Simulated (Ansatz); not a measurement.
# C4H8F2: the cost of one run

Method: the settings change from run to run; program: Ansatz 0.2.0, Gaussian basis.

### Step 1. The geometry

An earlier PBE0-D4 in a triple-zeta def2 set relaxation fixed the geometry.

SMILES `CC(F)CCF`, 14 atoms, charge 0, spin multiplicity 1.

Atoms are counted from 1 here; the program's logs count them from 0.

Bond lengths: C1–C2 1.506 Å, C1–H7 1.093 Å, C1–H8 1.091 Å, C1–H9 1.092 Å, C2–F3 1.397 Å, C2–C4 1.513 Å, C2–H10 1.095 Å, C4–C5 1.507 Å, C4–H11 1.096 Å, C4–H12 1.094 Å, C5–F6 1.387 Å, C5–H13 1.093 Å, C5–H14 1.093 Å. Angles: C2–C1–H7 110.6°, C2–C1–H8 110.4°, C2–C1–H9 110.2°, H7–C1–H8 108.6°, H7–C1–H9 108.5°, H8–C1–H9 108.3°, C1–C2–F3 108.5°, C1–C2–C4 113.5°, C1–C2–H10 110.6°, F3–C2–C4 108.0°, F3–C2–H10 106.1°, C4–C2–H10 109.8°, C2–C4–C5 113.3°, C2–C4–H11 108.8°, C2–C4–H12 109.2°, C5–C4–H11 108.8°, C5–C4–H12 109.2°, H11–C4–H12 107.4° and more.

### Step 2. wB97X/6-31G*

This run has coordinates scaled by 0.96, high accuracy.

Input file in.yaml:

```yaml
crystal:
  periodic: [false, false, false]
  atoms:
    - {symbol: C, position_ang: [-0.144289, -0.751294, -1.701464]}
    - {symbol: C, position_ang: [-0.533291, -0.125815, -0.457028]}
    - {symbol: F, position_ang: [-1.434665, -0.911853, 0.149828]}
    - {symbol: C, position_ang: [0.574089, 0.077582, 0.460765]}
    - {symbol: C, position_ang: [0.188972, 0.755999, 1.679410]}
    - {symbol: F, position_ang: [-0.200847, 1.998910, 1.401731]}
    - {symbol: H, position_ang: [0.332999, -1.667695, -1.520760]}
    - {symbol: H, position_ang: [-0.984722, -0.924794, -2.301787]}
    - {symbol: H, position_ang: [0.515554, -0.130102, -2.228942]}
    - {symbol: H, position_ang: [-1.018363, 0.789033, -0.638128]}
    - {symbol: H, position_ang: [0.985864, -0.858031, 0.708611]}
    - {symbol: H, position_ang: [1.324217, 0.632766, -0.021652]}
    - {symbol: H, position_ang: [-0.613064, 0.268236, 2.148206]}
    - {symbol: H, position_ang: [0.995163, 0.819026, 2.348761]}
basis:
  gaussian: {orbitals: "6-31G*"}
hamiltonian: {xc: {name: wB97X}}
accuracy: high
output: {forces: true}
```

On the command line:

```bash
$ ansatz run in.yaml --threads 4 --pin off --events-out ev --progress --plain --max-ram 11315MiB
```

**Question.** How long does this run take on 4 threads of AMD EPYC 9R45, shared host, and how much memory does it need?

About 4.8 s, with a peak of 0.75 GiB.
